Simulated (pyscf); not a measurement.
7 gas-phase steps of one pattern: four-centre exchange on the singlet surface, Ge–O + H–H or H–H + O–Si or H–H + O–Sn broken and Ge–H + H–O or H–O + H–Si or H–O + H–Sn formed. Optimised with ωB97X-D3(BJ)/def2-SVP in PySCF. Electronic energies in kcal/mol, from the separated reactants; ΔE‡ and ΔE at ωB97M-D3(BJ)/def2-TZVP. Rows were drawn at random from the steps of this pattern with a verified saddle, stable references and no exit in the data more than 5 kcal/mol lower.

| row | step | ΔE | ΔE‡ |
|---|---|---|---|
| 1 | HO–SnH₃ + H₂ → SnH₄ + H₂O | -2.1 | 34.1 |
| 2 | HO–GeH₂–AsH₂ + H₂ -> H₃Ge–AsH₂ + H₂O | +0.1 | 44.7 |
| 3 | H₃Si–O–B(Cl)–Cl + H₂ -> HO–B(Cl)–Cl + SiH₄ | +15.3 | 57.0 |
| 4 | HO–B(OH)–O–SiH₃ + H₂ -> HO–B(OH)–OH + SiH₄ | +15.6 | 60.3 |
| 5 | HO–SiH(Br)–Br + H₂ -> Br–SiH₂–Br + H₂O | +21.7 | ? |
| 6 | HO–SiH₂–O–SiH₃ + H₂ → H₃Si–O–SiH₃ + H₂O | +22.7 | 56.5 |
| 7 | HO–SiH(F)–F + H₂ -> F–SiH₂–F + H₂O | +25.6 | 54.7 |

Problem. From a straight line through the complete rows, estimate the missing barrier and say how far the line can be trusted.

Solution. Over the 6 complete rows the means are +12.9 (ΔE) and 51.2 (ΔE‡); least squares gives b = 0.72 and a = 42.0 kcal/mol, with residuals of 5.0 kcal/mol (root mean square; largest 7.1, row 4). For row 5: 42.0 + 0.72 × (+21.7) = 57.6 kcal/mol. The computed barrier is 53.8 kcal/mol, 3.8 under the line. The scatter is large against the spread of the barriers, so the line says little here. Each barrier is that of the saddle found. Elements up to Kr have no core potential and no relativistic terms here. Elements past Kr carry the def2 core potentials, without spin-orbit coupling.
